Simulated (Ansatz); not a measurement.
The input, for Ansatz 0.2.0:

```yaml
crystal:
  periodic: [false, false, false]
  atoms:
    - {symbol: C, position_ang: [0.000000, 0.000000, -1.609400]}
    - {symbol: B, position_ang: [0.000000, 0.000000, -0.204900]}
    - {symbol: Ge, position_ang: [0.000000, 0.000000, 1.814300]}
basis:
  gaussian: {orbitals: STO-3G}
magnetization: {spin_polarized: true, initial_magnetization: 5}
correlation: {method: ccsd, electrons: valence}
output: {forces: true}
```

```sh
$ ansatz run in.yaml --threads 1 --pin off --events-out ev --progress --plain --max-ram 2393MiB
```

Problem. Roughly how long does this take on 1 thread of Arm Neoverse V1, shared host, and how much host memory?

Solution. 4.3 s wall and 0.08 GiB.

```
303 factors; integrals over basis functions are off by at most 3.0e-5 eV
mean field evaluation 1: about -57501.1901 eV, gradient 1.0e1 eV
mean field evaluation 2: about -57501.2116 eV, gradient 1.0e1 eV
mean field evaluation 4: about -57502.4378 eV, gradient 2.2e0 eV
mean field evaluation 8: about -57502.3485 eV, gradient 2.1e0 eV
mean field evaluation 16: about -57503.2323 eV, gradient 2.2e-5 eV
mean field evaluation 32: about -57502.3050 eV, gradient 1.3e-2 eV
mean field evaluation 64: about -57503.7541 eV, gradient 7.2e-1 eV
mean field evaluation 96: about -57503.5756 eV, gradient 2.9e0 eV
mean field evaluation 128: about -57503.0711 eV, gradient 5.8e0 eV
mean field evaluation 160: about -57503.7742 eV, gradient 3.5e-6 eV
mean field evaluation 192: about -57503.2323 eV, gradient 3.0e-2 eV
mean field evaluation 224: about -57503.7714 eV, gradient 3.0e-1 eV
mean field evaluation 256: about -57493.4426 eV, gradient 6.6e0 eV
mean field evaluation 288: about -57503.2323 eV, gradient 3.8e-2 eV
mean field evaluation 320: about -57493.6796 eV, gradient 9.0e0 eV
mean field evaluation 352: about -57503.7742 eV, gradient 4.0e-3 eV
mean field evaluation 384: about -57500.6471 eV, gradient 9.7e-4 eV
mean field evaluation 416: about -57503.5494 eV, gradient 2.2e0 eV
mean field evaluation 448: about -57500.2510 eV, gradient 7.4e0 eV
mean field evaluation 480: about -57499.4811 eV, gradient 5.4e0 eV
mean field -57503.77423120 eV, -2113.2247255385 hartree, gradient 3.4e-6 eV, S^2 9.116426; 17 other end points of the search recorded, 0 dependent functions left out
determinant -57503.77423120 eV, -2113.2247255385 hartree, with singles and doubles -57506.44243101 eV, -2113.3227800728 hartree
determinant -57503.23230453 eV, -2113.2048101008 hartree, with singles and doubles -57505.68437634 eV, -2113.2949220775 hartree
determinant -57502.96316436 eV, -2113.1949193819 hartree, with singles and doubles -57505.63127974 eV, -2113.2929708136 hartree
determinant -57502.90096381 eV, -2113.1926335540 hartree, with singles and doubles -57506.09282471 eV, -2113.3099322782 hartree
determinant -57502.32508290 eV, -2113.1714703206 hartree, with singles and doubles -57505.76542817 eV, -2113.2979006774 hartree
determinant -57500.72205808 eV, -2113.1125602452 hartree, with singles and doubles -57504.72908965 eV, -2113.2598159393 hartree
determinant -57500.64710073 eV, -2113.1098056133 hartree, with singles and doubles -57502.44033845 eV, -2113.1757058842 hartree
determinant -57503.77423120 eV, -2113.2247255385 hartree, with singles and doubles -57506.47183803 eV, -2113.3238607610 hartree
determinant -57502.90096381 eV, -2113.1926335540 hartree, with singles and doubles -57506.39986993 eV, -2113.3212159823 hartree
11 core orbitals not correlated: weight in the atoms' cores, before any rotation towards them, 1.000 or more for the frozen orbitals, at most 0.000 for the correlated occupied ones
reference -57503.77423120 eV, -2113.2247255385 hartree; 13, 8 occupied and 4, 9 virtual orbitals, 303 factors
second order -1.60724689 eV of doubles, -0.00000000 eV of singles
cycle   1  -2.69760341 eV  change    3.4e-6 eV  update   3.5e-6
cycle   2  -2.69760146 eV  change    1.9e-6 eV  update   2.6e-6
cycle   3  -2.69759664 eV  change    4.8e-6 eV  update   1.9e-6
cycle   4  -2.69759613 eV  change    5.1e-7 eV  update   7.3e-7
the calculation of the forces begins
Total energy: -57506.47182733 eV, -2113.3238603678 hartree
Atom 0 at     0.000000     0.000000    -1.609400 Å, force     0.000000    -0.000000     1.615156 eV/Å
Atom 1 at     0.000000     0.000000    -0.204900 Å, force    -0.000000     0.000000     1.530430 eV/Å
Atom 2 at     0.000000     0.000000     1.814300 Å, force    -0.000000     0.000000    -3.145586 eV/Å
Dipole moment:     0.000000    -0.000000     0.241737 e Å
```

Forces (eV/Å):
```
C    0.000  0.000  1.615
B    0.000  0.000  1.530
Ge   0.000  0.000 -3.146
```
